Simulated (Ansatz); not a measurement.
Results of PBE in Ansatz (PAW) for hcp Be.

Run with plane-wave cutoff 520 eV, 16×16×10 k mesh (along the axes of the cell as run), Fermi–Dirac smearing 0.1 eV, perturbation theory, force constants from a 4×4×2 q mesh, scalar-relativistic PAW data made under PBE.

Computed at the level's own relaxed cell.

Be is taken in the hexagonal space group P6₃/mmc (No. 194), the hcp (Mg type) structure, Pearson symbol hP2. Conventional cell: a = 2.264 Å, b = 2.264 Å, c = 3.562 Å, α = 90.00°, β = 90.00°, γ = 120.00°. Be on 2c is surrounded by 12 Be at 2.209–2.264 Å (anticuboctahedral). (Neighbours: up to the widest gap in distance over summed covalent radii, below 1.35, at either atom.)

Harmonic phonon frequencies (cm⁻¹; i marks an imaginary mode):

```tsv
q point	frequencies
Γ	0 0 0 470 470 692
A	362 362 362 362 507 507
```

No imaginary mode appears at these points.

Ansatz is an electronic-structure program.
